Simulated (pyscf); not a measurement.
Thermochemistry of product channels of `[Cl][CH]([Cl])[Cl]` + `[CH3]` [doublet] on the doublet surface, in eV, from CCSD(T)/def2-TZVPP + ΔMP2(QZVPP) energies (ideal gas, 1 atm, RRHO with modes under 100 cm⁻¹ raised to 100, one conformer, R ln 2 for rigid chiral ones). PySCF, gas phase, ωB97X-D3(BJ)/def2-SVP geometries. MP2 and CC: frozen core, UHF for open shells. ΔMP2 is the change of the MP2 total energy from the triple- to the quadruple-zeta basis.

| products | ΔE | ΔH(298 K) | ΔG(600 K) | ΔG(900 K) |
|---|---|---|---|---|
| `[Cl]` [doublet] + `[CH3][CH]([Cl])[Cl]` | … | -0.62 | -0.43 | -0.33 |
| `[ClH]` + `[CH3][C]([Cl])[Cl]` [doublet] | -0.99 | -0.95 | -1.01 | -1.04 |

**Question.** Complete the blanks.

**Answer.** 
- `[Cl]` [doublet] + `[CH3][CH]([Cl])[Cl]`, ΔE: -0.80

These are energies of the channels, which say nothing of barriers. The CCSD(T) − MP2 part came from Ansatz, without density fitting, on the same reference. Left out: orbital degeneracy and the spin-orbit lowering of Cl.
